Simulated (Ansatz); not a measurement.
# C2H5FO2S: the cost of one run

All numbers below are computed with Ansatz 0.2.0 (RKS B3LYP/def2-SVP).

## Step 1: The system as given

Bond lengths: C1–O2 1.406 Å, O2–C3 1.438 Å, C3–O4 1.485 Å, C3–F5 1.339 Å, C3–S6 1.753 Å, C1–H7 1.046 Å, C1–H8 1.102 Å, C1–H9 1.154 Å, O4–H10 0.953 Å, S6–H11 1.333 Å. Angles (14 of 15 angles, heavy atoms first): C1–O2–C3 115.2°, O2–C3–O4 105.3°, O2–C3–F5 108.3°, O2–C3–S6 114.2°, O4–C3–F5 103.3°, O4–C3–S6 112.8°, F5–C3–S6 112.1°, O2–C1–H7 111.8°, O2–C1–H8 108.7°, O2–C1–H9 111.4°, C3–O4–H10 98.3°, C3–S6–H11 94.1°, H7–C1–H8 111.3°, H7–C1–H9 108.5°.

Structure file:

```xyz
11

C    -0.1042   -0.6397    1.4812
O     0.5290   -0.6148    0.2265
C     0.0413    0.3834   -0.6862
O     1.2156    0.7719   -1.5080
F    -0.2278    1.4945    0.0110
S    -1.3253   -0.1334   -1.6556
H     0.2252   -1.4411    2.0673
H    -1.1947   -0.6789    1.3251
H     0.0782    0.3390    2.0643
H     1.4691    1.5530   -1.0239
H    -0.6410   -1.0909   -2.2810
```

## Step 2: End point A

The input, input.yaml:

```yaml
crystal:
  periodic: [false, false, false]
  atoms:
    - { symbol: C, position_ang: [-0.1042, -0.6397, 1.4812] }
    - { symbol: O, position_ang: [0.529, -0.6148, 0.2265] }
    - { symbol: C, position_ang: [0.0413, 0.3834, -0.6862] }
    - { symbol: O, position_ang: [1.2156, 0.7719, -1.508] }
    - { symbol: F, position_ang: [-0.2278, 1.4945, 0.011] }
    - { symbol: S, position_ang: [-1.3253, -0.1334, -1.6556] }
    - { symbol: H, position_ang: [0.2252, -1.4411, 2.0673] }
    - { symbol: H, position_ang: [-1.1947, -0.6789, 1.3251] }
    - { symbol: H, position_ang: [0.0782, 0.339, 2.0643] }
    - { symbol: H, position_ang: [1.4691, 1.553, -1.0239] }
    - { symbol: H, position_ang: [-0.641, -1.0909, -2.281] }
basis:
  gaussian: { orbitals: def2-SVP }
hamiltonian:
  xc: b3lyp
relax:
  f_tol: 0.02
  max_steps: 50
```

On the command line:

```console
$ ansatz run input.yaml --threads 2 --pin off --max-ram 3072MiB --backend cpu --events-out ev --progress --plain --runs-dir out
```

**Question.** How long does this run take on 2 threads of AMD EPYC 9R45 (Zen 5), shared host, and how much memory does it need?

About 12 s, with a peak of 0.29 GiB.
